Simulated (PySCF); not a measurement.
## CH⁺, MP2: how much the basis matters

PySCF, RHF reference; singlet, unpaired electrons none; De to H + C⁺ without counterpoise correction. Frozen cores follow the default of each basis and core potential.

```csv
basis,relativity,functions,Re (Å),ωe (cm⁻¹),De (eV),frozen orbitals
def2-SVP,no relativity,19,1.129,3050,3.86,1
def2-SVPD,no relativity,28,1.131,3000,3.89,1
def2-TZVPPD,no relativity,54,1.124,2939,4.00,1
```

Question: How does each smaller set differ from the one with most functions, def2-TZVPPD?

Answer: def2-SVP: +0.5 pm, +3.8 % in ωe, -0.14 eV in De; def2-SVPD: +0.7 pm, +2.1 % in ωe, -0.11 eV in De. All at MP2; the set with most functions is neither the basis-set limit nor always the best.

Correlated steps freeze 1 core orbital. Correlated levels converge slowly with the basis: in double zeta they bind strong bonds too weakly, by up to about 1 eV, and carry superposition errors of some tenths. For an ion De counts to the pair picked by the measured ionisation energies or electron affinities, which need not be the lowest pair at this level. Where the molecule has an RHF reference, its open-shell atoms are computed with UHF.
